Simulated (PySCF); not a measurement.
methanol (CH4O), SMILES CO. Atoms are numbered in the order given.

```xyz
6

C     -0.0202     0.6654     0.0000
O      0.1222    -0.7482     0.0000
H     -0.5443     1.0284     0.8912
H      0.9857     1.0830     0.0000
H     -0.5443     1.0284    -0.8912
H     -0.7535    -1.1467     0.0000
```
Charge 0, spin multiplicity 1.

The structure is a stationary point at B3LYP-D3(BJ)/def2-TZVP.

All values below come from PBE0/pcJ-1 run with PySCF.

Isotropic couplings with Fermi-contact, spin-dipole and both spin-orbit terms, one fixed conformer, no vibrational averaging. Isotopes: 13C, 1H.

```csv
pair,bonds apart,J (Hz)
C1–H3,1,134.2
C1–H4,1,140.7
C1–H5,1,134.2
C1–H6,2,[?]
H3–H4,2,-12.9
H3–H5,2,-8.2
H4–H5,2,-12.9
H3–H6,3,[?]
H4–H6,3,[?]
H5–H6,3,[?]
```

**Question.** Fill in the missing entries. (An estimate is asked for; the answer gives what the named calculation found.)

**Answer.** 
- C1–H6, J (Hz): -2.9
- H3–H6, J (Hz): 1.3
- H4–H6, J (Hz): 15.6
- H5–H6, J (Hz): 1.3
